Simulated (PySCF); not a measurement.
**Which functional comes closest?**

Molecule: SMILES FC(F)CS, C$_{2}$H$_{4}$F$_{2}$S.

Bonds (- single, = double, # triple, : aromatic): F1-C2 1.355 Å, C2-F3 1.344 Å, C2-C4 1.510 Å, C4-S5 1.812 Å. C2 carries H6; C4 carries H7, H8; S5 carries H9.

Geometry PBE0-D3(BJ)/def2-SVP throughout; GIAO in PySCF 2.14, gas phase, one conformer, non-relativistic; equivalent atoms averaged; basis pcSseg-2.

Reference values (measured; G. Saielli, R. Bini, A. Bagno, Computational 19F NMR. 2. Organic compounds, RSC Adv. 2014, ESI (exp. from Berger-Braun-Kalinowski 1994 and Everett 1995)): δ(F1/F3) = -116.9 ppm vs CFCl3. Computed shifts are taken against CFCl3, calculated as an isolated molecule at each level.

**Question.** How do the functionals HF, LDA, PBE, BLYP, BP86, OPBE, KT2, KT3, B97-D, B3LYP, PBE0, mPW1PW91, WP04, B97-2, BHandHLYP, CAM-B3LYP, wB97X-D, LC-wPBE perform against the reference? Times are CPU seconds on shared hosts with different chips, so compare them loosely.

**Answer.** 
```tsv
functional	kind	F1/F3	abs. error F	core-s
HF	Hartree–Fock	-107.1	9.8	11
LDA	LDA	-156.7	39.8	24
PBE	GGA	-153.1	36.2	28
BLYP	GGA	-151.8	34.9	28
BP86	GGA	-153.7	36.8	28
OPBE	GGA	-148.2	31.3	28
KT2	GGA	-159.3	42.4	30
KT3	GGA	-152.3	35.4	30
B97-D	GGA	-148.7	31.8	28
B3LYP	global hybrid	-139.7	22.8	19
PBE0	global hybrid	-138.2	21.3	33
mPW1PW91	global hybrid	-137.4	20.5	19
WP04	global hybrid	-135.6	18.7	21
B97-2	global hybrid	-137.5	20.6	20
BHandHLYP	global hybrid	-125.3	8.4	20
CAM-B3LYP	range-separated hybrid	-129.6	12.7	27
wB97X-D	range-separated hybrid	-131.5	14.6	25
LC-wPBE	range-separated hybrid	-118.8	1.9	37
```

For ¹⁹F the closest is LC-wPBE (1.9 ppm) and the furthest KT2 (42.4 ppm). One molecule is a small sample, and vibrational and solvent effects are absent from the calculation.
